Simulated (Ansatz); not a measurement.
Input file:

```yaml
crystal:
  periodic: [false, false, false]
  atoms:
    - {symbol: O, position_ang: [-1.977294, -0.019012, 0.000000]}
    - {symbol: H, position_ang: [-2.226604, 0.907564, 0.000000]}
    - {symbol: H, position_ang: [-0.382294, -0.019012, 0.000000]}
    - {symbol: Si, position_ang: [1.057706, -0.019012, 0.000000]}
    - {symbol: H, position_ang: [1.507678, -1.435264, 0.000000]}
    - {symbol: H, position_ang: [1.507680, 0.689115, -1.226512]}
    - {symbol: H, position_ang: [1.507680, 0.689115, 1.226511]}
basis:
  gaussian: {orbitals: cc-pVDZ}
magnetization: {spin_polarized: false, initial_magnetization: 1}
correlation: {active_space: {ras: {orbitals: [7, 1, 43], electrons: 15, max_holes: 2, max_particles: 2}, fixed_orbitals: true}}
```

```sh
$ ansatz run in.yaml --threads 1 --pin off --events-out ev --progress --plain --max-ram 4096MiB --backend cpu
```

The program prints:

```
525 factors; integrals over basis functions are off by at most 1.5e-3 eV
mean field evaluation 1: about -9970.9921 eV, gradient 3.2e1 eV
mean field evaluation 2: about -9971.0228 eV, gradient 3.2e1 eV
mean field evaluation 4: about -9975.4745 eV, gradient 5.9e0 eV
mean field evaluation 8: about -9975.9575 eV, gradient 6.2e-1 eV
mean field evaluation 16: about -9975.2385 eV, gradient 5.9e0 eV
mean field evaluation 32: about -9975.8959 eV, gradient 3.6e0 eV
mean field -9975.96378323 eV, -366.6099070826 hartree, gradient 9.8e-6 eV, S^2 0.750000; 6 other end points of the search recorded, 0 dependent functions left out
reference -9975.96378323 eV, -366.6099070826 hartree; 14, 13 occupied and 43, 44 virtual orbitals, 525 factors
state -9984.04536926 eV, -366.9068998912 hartree
Total energy: -9984.04536926 eV, -366.9068998912 hartree
```

Natural occupations: 1.9857 1.9792 1.9780 1.9722 1.9698 1.9697 1.9678 0.9963 0.0211 0.0164 0.0150 0.0147 0.0139 0.0124 0.0082 0.0074 0.0072 0.0067 0.0060 0.0060 0.0047 0.0041 0.0039 0.0037.

For the same geometry and basis UCCSDT(Q) lies 981.4 meV lower.

Ran on 1 thread of AMD EPYC 7R13, shared host: 8.5 s wall, 0.22 GiB peak host memory.
